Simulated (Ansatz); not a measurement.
FHSi, SMILES `F[SiH]`. The species carries charge 0 and has multiplicity 1. All single points use the PBE0-D4/def2-TZVP geometry.

```xyz
3

F     0.553   -0.788   -0.783
Si    0.492    0.366    0.341
H    -1.045    0.422    0.442
```

Problem. What is the dipole moment at ωB97M-V/def2-TZVPP? (Best estimate.)

Solution. Ansatz gave: 1.02 D, with components (-0.08, 0.73, 0.71) D in this frame, pointing from negative to positive charge.

Problem. And with PBE, r2SCAN, B3LYP? (Estimate.)

Solution. Ansatz gave: PBE 0.84 D, r2SCAN 0.85 D, B3LYP 1.00 D.

Problem. Give the Mulliken charges with ωB97M-V, r2SCAN, PBE in def2-TZVPP. (Best estimate.)

Solution. Computed: 
```csv
atom,ωB97M-V,r2SCAN,PBE
F1,-0.28,-0.29,-0.24
Si2,0.36,0.42,0.34
H3,-0.08,-0.13,-0.10
```

B3LYP here is the variant with VWN-RPA as its local correlation; programs differ in this.
